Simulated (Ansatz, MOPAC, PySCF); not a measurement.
Molecule: BCl2 (charge 0, doublet). SMILES: Cl[B]Cl
Geometry: optimised at B3LYP-D3(BJ)/def2-TZVP (Ansatz, a program for electronic structure).

Unscaled harmonic wavenumbers (cm⁻¹) in rising order, each level at the stationary point that it reaches from this structure (no distance between atoms moves by over 0.3 Å); the order of modes can differ between levels, and a negative number is imaginary. B3LYP-D3(BJ)/def2-TZVP (PySCF, at the structure above): 282, 687, 975.

AM1 (MOPAC): 251, 424, 852. Zero-point energy 2.2 against 2.8 kcal/mol; where all levels lie over 400 cm⁻¹, the wavenumbers are on average 0.745 times those of B3LYP-D3(BJ)/def2-TZVP.

PM6 (MOPAC): 197, 542, 1092. Zero-point energy 2.6 against 2.8 kcal/mol; where all levels lie over 400 cm⁻¹, the wavenumbers are on average 0.954 times those of B3LYP-D3(BJ)/def2-TZVP.

HF/6-31G* (Ansatz): 302, 746, 1023. Zero-point energy 3.0 against 2.8 kcal/mol; where all levels lie over 400 cm⁻¹, the wavenumbers are on average 1.067 times those of B3LYP-D3(BJ)/def2-TZVP.
